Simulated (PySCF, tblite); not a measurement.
Complex of silanol and water

A gas-phase complex of silanol and water; neutral, singlet. The structure comes from a short search (6 tight-binding starts) and was relaxed by PBE0-D3(BJ)/def2-TZVPD; another way of binding may lie lower. No frequency run checks that it is a minimum.

| part | name | SMILES | atoms | charge | multiplicity |
| --- | --- | --- | --- | --- | --- |
| 1 | silanol | O[SiH3] | 1–6 | 0 | 1 |
| 2 | water | O | 7–9 | 0 | 1 |

Coordinates in Å:
```
O1      0.339   -0.657   -1.306
Si2     0.227    0.259    0.049
H3     -0.018   -1.559   -1.268
H4      0.906   -0.377    1.214
H5      0.886    1.553   -0.251
H6     -1.190    0.513    0.438
O7     -0.715   -3.259   -1.213
H8     -1.439   -3.377   -1.835
H9     -0.077   -3.945   -1.428
```

Contacts between parts, classed by geometry: H3···O7 1.838 Å (hydrogen bond, 179°).

Interaction energies are complex less parts, with the parts frozen as they stand in it; counterpoise-corrected, in kcal/mol (PySCF). The CCSD(T) estimate is Hartree-Fock/aug-cc-pVQZ, plus the MP2 correlation part extrapolated as X⁻³ from aug-cc-pVTZ and aug-cc-pVQZ, plus CCSD(T) less MP2 in aug-cc-pVDZ; noble-gas cores are frozen. It isn't the exact limit.

(1) How strongly do the parts interact, level by level?

(2) What holds them together? Decompose the wB97M-D3(BJ)/def2-TZVPD energy: frozen parts, their antisymmetrised product, then relaxation.

The parts were also relaxed and run alone, at the levels used for the complex: shieldings by PBE0/pcSseg-2; core levels by delta-SCF with SCAN, pcX-2 on the ionised atom and pcseg-1 elsewhere, spin-free X2C (2p3/2 is the spin-free 2p value less a third of a first-order spin-orbit splitting).

(3) How do these values change when the complex forms?

## Answers

(1) 
```
                         level  interaction  superposition error removed
      Hartree-Fock/aug-cc-pVQZ        -4.54                            -
       wB97M-D3(BJ)/def2-TZVPD        -6.43                        -0.11
        PBE0-D3(BJ)/def2-TZVPD        -6.87                        -0.11
               MP2/aug-cc-pVQZ        -6.39                        -0.30
CCSD(T), estimated basis limit        -6.46                            -
```

(2) electrostatic -10.9, Pauli repulsion +9.7, orbital relaxation -4.5, dispersion correction -0.8 kcal/mol, which sum to the value before the counterpoise correction; the Pauli term holds the exchange-correlation of the frozen density too. Of the attraction, 67 % is electrostatic, 28 % is orbital relaxation, 5 % is dispersion correction.

(3) 
| property | alone | in the complex | change |
| --- | --- | --- | --- |
| O1–H3 bond (Å) | 0.958 | 0.971 | +0.013 |
| shielding of H3 (ppm) | 31.12 | 26.88 | -4.24 |
| shielding of O7 (ppm) | 329.1 | 318.5 | -10.6 |
| shielding of O1 (ppm) | 324.9 | 320.9 | -4.1 |
| O1 1s core level (eV) | 538.86 | 537.79 | -1.07 |
| Si2 2p3/2 core level (eV) | 107.62 | 107.01 | -0.61 |
| O7 1s core level (eV) | 539.76 | 540.60 | +0.84 |
